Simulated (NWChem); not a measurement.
The numbers come from NWChem runs, not from measurements. System: H$_{3}$N, charge 1, spin multiplicity 2, at the geometry of a parent with another charge or spin, in a state set for the comparison that need not be this species' ground state. Its SCF solution wasn't tested for a lower state. Level: UPBE/def2-TZVPD.

Part of the output:

```
             Northwest Computational Chemistry Package (NWChem) 7.3.0
             --------------------------------------------------------

                                NWChem Input Module
                                -------------------

 Scaling coordinates for geometry "geometry" by  1.889725989
 (inverse scale =  0.529177249)

 Turning off AUTOSYM since
 SYMMETRY directive was detected!

                             Geometry "geometry" -> ""
                             -------------------------

 Output coordinates in angstroms (scale by  1.889725989 to convert to a.u.)

  No.       Tag          Charge          X              Y              Z
 ---- ---------------- ---------- -------------- -------------- --------------
    1 N                    7.0000     0.00160000     0.12825600     0.00000000
    2 H                    1.0000    -0.47275500    -0.29341200     0.81243000
    3 H                    1.0000    -0.47275500    -0.29341200    -0.81243000
    4 H                    1.0000     0.93430600    -0.31096500     0.00000000

 Effective nuclear repulsion energy (a.u.)      11.7561354315

            Nuclear Dipole moment (a.u.)
            ----------------------------
        X                 Y               Z
 ---------------- ---------------- ----------------
    -0.0000075589     0.0000056692     0.0000000000

      Symmetry information
      --------------------

 Group name             Cs
 Group number              2
 Group order               2
 No. of unique centers     3

      Symmetry unique atoms

     1    2    4


 Summary of "ao basis" -> "" (spherical)
 ------------------------------------------------------------------------------
       Tag                 Description            Shells   Functions and Types
 ---------------- ------------------------------  ------  ---------------------
 *                         def2-tzvpd                 on all atoms

  pbe96 is a nonlocal functional; adding pw91lda local functional.

                                 NWChem DFT Module
                                 -----------------

 Summary of "ao basis" -> "ao basis" (spherical)
 ------------------------------------------------------------------------------
       Tag                 Description            Shells   Functions and Types
 ---------------- ------------------------------  ------  ---------------------
 N                         def2-tzvpd               13       37   6s3p3d1f
[...]
     2     -0.082879  1 N  s                 39     -0.078372  2 H  s
    48     -0.078372  3 H  s                 57     -0.078372  4 H  s

 Vector    6  Occ=0.000000D+00  E=-2.526182D-01  Symmetry=a'
              MO Center= -5.2D-03, -4.2D-01, -8.4D-15, r^2= 3.9D+00
   Bfn.  Coefficient  Atom+Function         Bfn.  Coefficient  Atom+Function
  ----- ------------  ---------------      ----- ------------  ---------------
     6      1.123339  1 N  s                  4     -0.579998  1 N  s
     3     -0.182513  1 N  s                 11      0.180649  1 N  py
    39      0.161186  2 H  s                 48      0.161186  3 H  s
    57      0.161183  4 H  s                 62      0.146547  4 H  px
     8      0.138460  1 N  py                63     -0.132004  4 H  py

 Vector    7  Occ=0.000000D+00  E=-1.863754D-01  Symmetry=a"
              MO Center= -5.7D-01, -4.0D-01, -7.8D-10, r^2= 3.0D+00
   Bfn.  Coefficient  Atom+Function         Bfn.  Coefficient  Atom+Function
  ----- ------------  ---------------      ----- ------------  ---------------
    40      0.388475  2 H  s                 49     -0.388475  3 H  s
    12     -0.345378  1 N  pz                15     -0.331873  1 N  pz
     9     -0.314108  1 N  pz                39      0.303369  2 H  s
    48     -0.303369  3 H  s                 46      0.274508  2 H  pz
    55      0.274508  3 H  pz                45     -0.140961  2 H  py

   alpha - beta orbital overlaps
   -----------------------------

   alpha      1      2      3      4      5      6      7      8      9     10
    beta      1      2      3      4      5      6      7      8     11      9
 overlap   1.000  0.998  1.000  1.000  0.994  0.999  0.998  0.998  0.989  0.999

   alpha     11     12     13     14     15     16     17     18     19     20
    beta     10     12     13     14     15     16     17     18     19     20
 overlap   0.999  0.989  0.997  0.997  0.994  0.999  0.999  1.000  0.989  0.989

   alpha     21     22     23     24     25     26     27     28     29     30
    beta     21     22     23     24     25     26     27     28     29     30
 overlap   0.995  0.989  0.989  0.815  0.815  0.999  0.999  1.000  1.000  0.999

   alpha     31     32     33     34     35     36     37     38     39     40
    beta     31     32     33     34     35     36     37     38     39     40
 overlap   0.996  0.996  0.998  0.996  0.996  1.000  0.999  0.999  0.978  0.969

   alpha     41     42     43     44     45     46     47     48     49     50
    beta     41     42     43     44     45     46     47     48     49     50
 overlap   0.999  0.999  1.000  1.000  0.988  1.000  1.000  0.999  0.999  1.000

   alpha     51     52     53     54     55     56     57     58     59     60
    beta     51     52     53     54     55     58     57     56     59     60
 overlap   1.000  0.998  0.999  0.999  1.000  0.998  0.960  0.960  0.961  0.961

   alpha     61     62     63     64
    beta     61     62     63     64
 overlap   0.999  0.999  1.000  1.000

     --------------------------
     Expectation value of S2:
     --------------------------
      <S2> =      0.7526 (Exact =     0.7500)

 center of mass
 --------------
 x =   0.00123343 y =   0.09890761 z =   0.00000000

 moments of inertia (a.u.)
 ------------------
           6.374709850668           0.039007411102           0.000000000000
           0.039007411102           9.501509183986           0.000000000000
           0.000000000000           0.000000000000           6.374226302762

     Multipole analysis of the density
     ---------------------------------

     L   x y z        total         alpha         beta         nuclear
     -   - - -        -----         -----         ----         -------
     0   0 0 0      1.000000     -5.000000     -4.000000     10.000000

     1   1 0 0     -0.005855     -0.006592      0.000744     -0.000008
     1   0 1 0     -0.469150     -0.528594      0.059438      0.000006
     1   0 0 1      0.000000      0.000000      0.000000      0.000000

     2   2 0 0     -2.755419     -3.940748     -3.528263      4.713591
     2   1 1 0     -0.013216      0.006642      0.021838     -0.041696
     2   1 0 1     -0.000000      0.000000     -0.000000      0.000000
     2   0 2 0     -3.814852     -3.408334     -1.777906      1.371387
     2   0 1 1     -0.000000     -0.000000      0.000000      0.000000
     2   0 0 2     -2.755257     -3.940831     -3.528535      4.714108

 Task  times  cpu:        1.7s     wall:        1.7s

 Total times  cpu:        1.7s     wall:        1.7s
```

Task: Write an NWChem input that would produce this output.

Result: Several could match; the one computed here: 
```
start mol
memory heap 200 mb stack 900 mb global 1100 mb
charge 1
geometry units angstroms nocenter noautoz
  N      0.001600     0.128256     0.000000
  H     -0.472755    -0.293412     0.812430
  H     -0.472755    -0.293412    -0.812430
  H      0.934306    -0.310965     0.000000
  symmetry group Cs
end
basis spherical
  * library def2-tzvpd
end
dft
  xc xpbe96 cpbe96
  odft
  mult 2
  semidirect memsize 60000000 filesize 0
  iterations 100
end
task dft energy
```
